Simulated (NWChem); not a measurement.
## Correlation energy of S (-1)

SMILES: [S-]
```xyz
1

S      0.0000     0.0000     0.0000
```
Charge -1, spin multiplicity 2.

All runs are NWChem calculations.

Basis set: aug-cc-pVTZ. Each correlation energy counts from its own Hartree-Fock reference.

```csv
method,correlation energy (mHa)
UMP2,-156.8
SCS-UMP2,-156.6
CCSD on ROHF,-182.1
CCSD[T] on ROHF,-190.6
CCSD(T) on ROHF,-190.6
CCSD on UHF,-177.1
CCSD[T] on UHF,-185.3
CCSD(T) on UHF,-185.2
```

The values span 34.0 mHa, from CCSD[T] on ROHF (lowest) to SCS-UMP2 (highest). 

The correlated methods keep 5 core orbitals frozen. No SCF solution was tested for a lower state. Open-shell Hartree-Fock references start from PBE0 orbitals. Coupled-cluster values serve here as a point of comparison, not as the truth.
